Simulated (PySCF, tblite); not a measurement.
**BH3Br−, a complex of two parts as drawn: NMR shifts, interaction energy, infrared bands, spin-spin couplings and core binding energies**

One table from this session's results is given with a row withheld; the runs are named, their logs left out.

Computed with tblite 0.8.0 and PySCF 2.14.0; each step states its level. No surroundings beyond the atoms listed, unless a continuum is named. Atoms count from 0, parts from 1.

## The system as given

5 atoms, charge -1, multiplicity 1; geometry: rigid parts in contact. Parts: 1 = atoms 0–3, `B`, charge 0; 2 = atom 4, `[Br-]`, charge -1.

The first run:

What the job is given:

```
{"job": {"kind": "dock", "xc": "GFN2-xTB", "basis": "xTB"}, "charge": -1, "multiplicity": 1, "parts": [{"atoms": "0-3", "charge": 0, "multiplicity": 1}, {"atoms": "4-4", "charge": -1, "multiplicity": 1}]}
B      0.000080     0.000105    -0.000303
H      0.124531     0.921693    -0.700903
H     -0.560575    -0.948101    -0.377887
H      0.435964     0.026303     1.079094
Br    -2.596324     0.840847     1.689261
```

Method: GFN2-xTB search for minima from random contacts, gas phase.

Launch:

```sh
$ OMP_NUM_THREADS=1 python cluster_run.py task.json out
```

One launch serves the whole session: the jobs run in the order shown.

Among the steps run: Docking the parts with GFN2-xTB; Optimising the geometry at PBE0-D3(BJ)/def2-TZVPD; Shielding tensors: PBE0/aug-pcSseg-2; Coupled-cluster interaction energy: CCSD(T) and MP2.

One of the session's tables, all rows but one given; the rest of the session is left out.

It belongs to the step «Coupled-cluster interaction energy: CCSD(T) and MP2». 

| method | interaction energy (kcal/mol) |
| --- | --- |
| HF/aug-cc-pVDZ | ? |
| MP2/aug-cc-pVDZ | -39.07 |
| CCSD/aug-cc-pVDZ | -36.64 |
| CCSD(T)/aug-cc-pVDZ | -37.88 |
| HF/aug-cc-pVQZ | -29.44 |
| MP2/aug-cc-pVQZ | -43.59 |
| SCS-MP2/aug-cc-pVQZ | -40.47 |
| MP2, extrapolated | -44.21 |
| CCSD(T), limit estimate | -43.01 |

Q: Estimate the row for HF/aug-cc-pVDZ from the others.

As computed: interaction energy (kcal/mol): -28.06. In the column «interaction energy (kcal/mol)» it is the highest.

At this geometry B0 and Br4 of different parts are bonded (2.15 Å), so this energy is that of a chemical bond rather than of a weak contact.

Limits of these values: The interaction energy leaves out the deformation of the parts, 14.41 kcal/mol at MP2. So large a deformation means that a part is far from its own minimum, so a sum across the two methods would be rough.
